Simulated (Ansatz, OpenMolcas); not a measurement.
How basis sets differ on BNH4 (SMILES BN)

The species is BNH4 (6 atoms), meant as a singlet with charge 0. SMILES: `BN`. The shape is that of a PBE0-D4/def2-TZVP optimisation.

```xyz
6

B    -0.1282   -0.6796   -0.0256
N     0.1461    0.6774    0.0108
H     0.2258   -1.3680    0.8875
H    -0.7120   -1.1287   -0.9692
H    -0.1216    1.3137   -0.7208
H     0.6320    1.1214    0.7713
```

Each level gives the HOMO–LUMO gap (eV). The values are calculated.

```json
{"level": "PBE/STO-3G", "kind": "GGA", "program": "OpenMolcas", "value (eV)": "7.85", "CPU time": "4.3 s"}
{"level": "PBE/6-31G* (Cartesian functions)", "kind": "GGA", "program": "Ansatz", "value (eV)": "6.78", "CPU time": "0.42 s"}
{"level": "PBE/cc-pVDZ", "kind": "GGA", "program": "Ansatz", "value (eV)": "6.69", "CPU time": "0.5 s"}
{"level": "PBE/6-311G**", "kind": "GGA", "program": "Ansatz", "value (eV)": "6.70", "CPU time": "2.2 s"}
{"level": "PBE/cc-pVTZ", "kind": "GGA", "program": "Ansatz", "value (eV)": "6.63", "CPU time": "0.99 s"}
{"level": "PBE/pcseg-2", "kind": "GGA", "program": "Ansatz", "value (eV)": "6.57", "CPU time": "1.2 s"}
{"level": "PBE/def2-TZVPP", "kind": "GGA", "program": "Ansatz", "value (eV)": "6.59", "CPU time": "6 s"}
{"level": "PBE/aug-cc-pVTZ", "kind": "GGA", "program": "Ansatz", "value (eV)": "6.52", "CPU time": "2.4 s"}
{"level": "PBE/cc-pVQZ", "kind": "GGA", "program": "Ansatz", "value (eV)": "6.59", "CPU time": "2.2 s"}
```

The values span 6.52 to 7.85 eV. Orbital gaps aren't excitation energies. CPU times are rough (shared hosts, several kinds of processor): they show what a rung costs within a factor of a few.
